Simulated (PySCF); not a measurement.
CH2, SMILES [CH2], multiplicity 3.

Geometry optimised at B3LYP-D3(BJ)/def2-TZVPD. The isomer is the one that the SMILES or the coordinates give; other isomers of the formula were not compared.

All values below come from PySCF 2.14.0 with TDA-M06-2X/def2-TZVPD.

Vertical excitations. 

```json
[
 {"state": "root 1", "energy (eV)": "6.21", "λ (nm)": "200", "f": "0.035", "main pairs": "α HOMO→LUMO 94 %"},
 {"state": "root 2", "energy (eV)": "7.03", "λ (nm)": "176", "f": "0.000", "main pairs": "β HOMO→LUMO 94 %"},
 {"state": "root 3", "energy (eV)": "7.29", "λ (nm)": "170", "f": "0.045", "main pairs": "α HOMO−1→LUMO 94 %"},
 {"state": "root 4", "energy (eV)": "7.55", "λ (nm)": "164", "f": "0.000", "main pairs": "α HOMO→LUMO+1 8 %, β HOMO→LUMO+1 86 %"},
 {"state": "root 5", "energy (eV)": "7.96", "λ (nm)": "156", "f": "0.000", "main pairs": "α HOMO→LUMO+1 88 %, β HOMO→LUMO+1 8 %"},
 {"state": "root 6", "energy (eV)": "8.26", "λ (nm)": "150", "f": "0.059", "main pairs": "α HOMO→LUMO+2 89 %"},
 {"state": "root 7", "energy (eV)": "9.09", "λ (nm)": "136", "f": "0.017", "main pairs": "α HOMO−1→LUMO+1 94 %"},
 {"state": "root 8", "energy (eV)": "9.35", "λ (nm)": "133", "f": "0.032", "main pairs": "α HOMO−1→LUMO+2 89 %"},
 {"state": "root 9", "energy (eV)": "9.57", "λ (nm)": "130", "f": "0.002", "main pairs": "α HOMO→LUMO+3 96 %"},
 {"state": "root 10", "energy (eV)": "10.05", "λ (nm)": "123", "f": "0.000", "main pairs": "α HOMO→LUMO+4 97 %"}
]
```
Unrestricted roots are not spin-pure.
